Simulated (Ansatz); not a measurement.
# SiH₂Cl₂: one structure at several levels

How do the functionals fare away from a minimum? The structure is a displaced guess of a reacting structure.

Program: Ansatz 0.2.0, Gaussian basis. Level of theory: single points in def2-TZVPP. These are calculated values, not measurements.

Cores are frozen in the correlated methods.

## (1) The starting structure

5 atoms, charge 0, spin multiplicity 1.

Atoms are counted from 1 here; the program's logs count them from 0.

Bond lengths: Si1–Cl2 1.857 Å, Si1–H3 1.553 Å, Si1–H5 1.344 Å, H3–Cl4 1.515 Å. Angles: Cl2–Si1–H3 126.8°, Cl2–Si1–H5 101.8°, H3–Si1–H5 121.8°, Si1–H3–Cl4 115.1°.

As a file:

```xyz
5
Cl2H2Si
Si   -0.32900    0.54820    0.28470
Cl    0.65100    1.87170   -0.57280
H     0.22810   -0.74550    0.93900
Cl    0.72550   -1.79540   -0.03300
H    -1.47180    0.54970   -0.42240
```

## (2) CCSD(T)/def2-TZVPP

Input file run/in.yaml:

```yaml
crystal:
  periodic: [false, false, false]
  atoms:
    - {symbol: Si, position_ang: [-0.329000, 0.548200, 0.284700]}
    - {symbol: Cl, position_ang: [0.651000, 1.871700, -0.572800]}
    - {symbol: H, position_ang: [0.228100, -0.745500, 0.939000]}
    - {symbol: Cl, position_ang: [0.725500, -1.795400, -0.033000]}
    - {symbol: H, position_ang: [-1.471800, 0.549700, -0.422400]}
basis:
  gaussian: {orbitals: def2-TZVPP}
correlation: {method: ccsd_t}
output: {forces: true}
```

The command line of these runs was not kept.

## (3) PBE0-D4/def2-TZVPP

Edit run/in.yaml of step 2 so:

```diff
@@ -10,3 +10,3 @@
   gaussian: {orbitals: def2-TZVPP}
-correlation: {method: ccsd_t}
-output: {forces: true}
+hamiltonian: {xc: pbe0, dispersion: d4}
+output: {forces: true, orbitals: {seedname: orbitals}}
```

## (4) wB97M-V/def2-TZVPP

Edit run/in.yaml of step 3 so:

```diff
@@ -10,3 +10,3 @@
   gaussian: {orbitals: def2-TZVPP}
-hamiltonian: {xc: pbe0, dispersion: d4}
-output: {forces: true, orbitals: {seedname: orbitals}}
+hamiltonian: {xc: {name: wB97M-V}}
+output: {forces: true}
```

## (5) r2SCAN-D4/def2-TZVPP

Edit run/in.yaml of step 4 so:

```diff
@@ -10,3 +10,3 @@
   gaussian: {orbitals: def2-TZVPP}
-hamiltonian: {xc: {name: wB97M-V}}
+hamiltonian: {xc: r2scan, dispersion: d4}
 output: {forces: true}
```

## (6) PBE-D4/def2-TZVPP

Edit run/in.yaml of step 5 so:

```diff
@@ -10,3 +10,3 @@
   gaussian: {orbitals: def2-TZVPP}
-hamiltonian: {xc: r2scan, dispersion: d4}
+hamiltonian: {xc: pbe, dispersion: d4}
 output: {forces: true}
```

## (7) BLYP-D4/def2-TZVPP

Edit run/in.yaml of step 6 so:

```diff
@@ -10,3 +10,3 @@
   gaussian: {orbitals: def2-TZVPP}
-hamiltonian: {xc: pbe, dispersion: d4}
+hamiltonian: {xc: {name: BLYP}, dispersion: d4}
 output: {forces: true}
```

## (8) SPW92/def2-TZVPP

Edit run/in.yaml of step 7 so:

```diff
@@ -10,3 +10,3 @@
   gaussian: {orbitals: def2-TZVPP}
-hamiltonian: {xc: {name: BLYP}, dispersion: d4}
+hamiltonian: {xc: lda}
 output: {forces: true}
```

(Steps that only read results are left out.)

Before running it: what results should come out? Wanted: energy less free atoms, CCSD(T)/def2-TZVPP; RMS force component; RMS force error; HOMO and LUMO, PBE0-D4; T1 diagnostic.

**Answer**, as computed:

```
                                  quantity                                                                                         value
energy less free atoms, CCSD(T)/def2-TZVPP                                                                                    -10.838 eV
                       RMS force component                                                          2.127 to 2.335 eV/Å over the methods
                           RMS force error  PBE0-D4 0.120, wB97M-V 0.090, r2SCAN-D4 0.104, PBE-D4 0.113, BLYP-D4 0.189, SPW92 0.230 eV/Å
                    HOMO and LUMO, PBE0-D4                                                                            -6.77 and -2.19 eV
                             T1 diagnostic                                                                                         0.013
```

In words: Against CCSD(T) the functionals' energies less atoms differ by -2.811 to -0.512 eV, PBE-D4 by -0.868 eV. CCSD(T) in triple zeta still lacks some correlation energy of the bonds, so part of these gaps is its own basis error and they don't rank the functionals. For forces wB97M-V does best and SPW92 worst. Frozen-core CCSD(T) forces in triple zeta carry basis errors of their own, and this is one geometry, so small gaps rank nothing. The restricted Hartree–Fock reference is unstable towards an unrestricted one at one or more of these structures.
